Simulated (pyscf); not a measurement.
This saddle point was located with ωB97X-D3(BJ)/def2-SVP in PySCF.

```xyz
23

Si     0.8515    -0.8558     2.8900
Si    -0.5880     0.1657     1.3704
Si    -2.7854     0.6647     1.9363
Ge    -0.5841    -1.0387    -0.6585
Si    -1.3417     0.4045    -2.3880
Si     1.7495    -1.2111    -1.1248
H      1.0101    -2.2867     2.5088
H      2.1691    -0.1602     2.8307
H      0.3093    -0.7590     4.2764
H     -3.5139    -0.6286     2.0680
H     -3.3783     1.4730     0.8330
H     -2.8729     1.4267     3.2156
H     -0.3530     1.4475    -2.8168
H     -1.6210    -0.4496    -3.5831
H     -2.6076     1.1058    -2.0104
H      2.0755    -2.5762    -1.6403
H      2.5565    -1.0012     0.1214
H      2.2402    -0.2239    -2.1384
Si     0.4379     2.0262     0.0451
H     -0.0387     1.6328     1.6891
H      1.1514     3.0975     0.8128
H     -0.8257     2.5905    -0.4855
H      1.4308     1.5564    -0.9525
```
Charge 0, spin multiplicity 1.

Surface: singlet, charge 0. Lowest wavenumbers (cm⁻¹): 284i, 46, 54, 71, 75.

Name the species on either side of this saddle.

`[SiH3][Si]([SiH3])=[Ge]([SiH3])[SiH3]` + `[SiH4]` ⇌ `[SiH3][SiH]([SiH3])[Ge]([SiH3])([SiH3])[SiH3]`, an addition across a multiple bond or ene-type step read from left to right: H–Si broken and H–Si, Ge–Si formed. At ωB97M-D3(BJ)/def2-TZVP it lies +14.4 kcal/mol from the left side and +55.7 kcal/mol from the right (each side as separated species at their lowest minima found). On the reactant side the descent ends in a complex (not fully relaxed), 4.9 kcal/mol under the separated species and 17.2 kcal/mol under the saddle at ωB97X-D3(BJ)/def2-TZVP. At the saddle there is also a short Si–Si contact that neither side keeps. At ωB97X-D3(BJ) the barrier from the zero used here is 12.3 kcal/mol. One saddle was located; it need not be the lowest between these sides. Elements up to Kr have no core potential and no relativistic terms here.
